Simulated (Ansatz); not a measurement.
# SiF+ (triplet): from Hartree-Fock to the top rungs at distance Si1–F2 = 4.128 Å, 6-31G

How much of the correlation energy of SiF+ (triplet) does each wave-function method recover here?

The runs use Ansatz 0.2.0, Gaussian basis; 6-31G, core rule «outside noble gas», up to 6 orbitals frozen.

The runs, in order: UHF; CCSD(T) on ROHF; CCSD(T) on UHF; BCCD(T) on ROHF; CISD; CCSDT(Q) on ROHF; CCSDT(Q) on UHF; CISDTQ; CCSDTQ on ROHF; CCSDTQ on UHF; CASSCF and MRCISD+Q, 4 electrons in 4 orbitals; CASSCF and NEVPT2, 4 electrons in 4 orbitals; CASSCF and MRCISD+Q, 10 electrons in 8 orbitals; CASSCF and MRCISD+Q(relaxed), 10 electrons in 8 orbitals; CASSCF and NEVPT2, 10 electrons in 8 orbitals; Full CI.

29 further runs of the same task are left out: 9 for a known fault of the program, 14 that didn't finish, 6 set aside as unsound or not needed.

### 1 The geometry

The geometry derives from a PBE0/def2-TZVP stationary point (not a proven minimum). One bond is set to the value named and the two fragments are kept rigid.

2 atoms, charge 1, spin multiplicity 3.

Atoms are counted from 1 here; the program's logs count them from 0.

No contacts short enough for the rule that draws bonds.

### 2 UHF

File in.yaml:

```yaml
crystal:
  periodic: [false, false, false]
  atoms:
    - {symbol: Si, position_ang: [0.000000, 0.000000, 0.000000]}
    - {symbol: F, position_ang: [0.000000, 0.000000, 4.128000]}
basis:
  gaussian: {orbitals: 6-31G}
total_charge: 1
magnetization: {spin_polarized: true, initial_magnetization: 2}
hamiltonian: {xc: hf}
output: {orbitals: {seedname: orbitals}}
```

On the command line:

```sh
$ ansatz run in.yaml --threads 1 --pin off --events-out ev --progress --plain --max-ram 2393MiB
```

After this run come: CCSD(T) on ROHF; CCSD(T) on UHF; BCCD(T) on ROHF; CISD; CCSDT(Q) on ROHF; CCSDT(Q) on UHF; CISDTQ; CCSDTQ on ROHF; CCSDTQ on UHF; CASSCF and MRCISD+Q, 4 electrons in 4 orbitals; CASSCF and NEVPT2, 4 electrons in 4 orbitals; CASSCF and MRCISD+Q, 10 electrons in 8 orbitals; CASSCF and MRCISD+Q(relaxed), 10 electrons in 8 orbitals; CASSCF and NEVPT2, 10 electrons in 8 orbitals; Full CI.

**Question.** What will the summary of the whole plan be? Wanted: FCI below the RHF energy; RMP2 from FCI; UMP2 from FCI; RCCSD from FCI; RCCSD(T) from FCI; UCCSD(T) from FCI; RCCSDT(Q) from FCI; UCCSDT(Q) from FCI; NEVPT2 pair from FCI.

**Answer**, as computed:

```
                         quantity                                                                                                      value
         FCI below the RHF energy                                                                                                 -3.1888 eV
                    RMP2 from FCI                                                                                               +51.1 kJ/mol
                    UMP2 from FCI                                                                                               +50.5 kJ/mol
                   RCCSD from FCI                                                                                                +1.9 kJ/mol
                RCCSD(T) from FCI                                                                                                +0.6 kJ/mol
                UCCSD(T) from FCI                                                                                                +0.5 kJ/mol
               RCCSDT(Q) from FCI                                                                                                +0.1 kJ/mol
               UCCSDT(Q) from FCI                                                                                                +0.1 kJ/mol
             NEVPT2 pair from FCI                                                                                               +41.3 kJ/mol
levels within 1 kcal/mol (43 meV)  RCCSD, UCCSD, RCCSD(T), UCCSD(T), BCCD(T), RCCSDT, UCCSDT, CISDTQ, RCCSDT(Q), UCCSDT(Q), RCCSDTQ, UCCSDTQ
                    T1 diagnostic                                                                                                      0.006
   effectively unpaired electrons                                                                                                       2.26
```

**Reading.** RCCSD(T) misses by +0.6 kJ/mol, 0.2 % of the correlation energy. The occupations show some static correlation. These misses are within one basis, not against nature; the frozen cores of restricted and unrestricted runs differ, which can shift their rows.
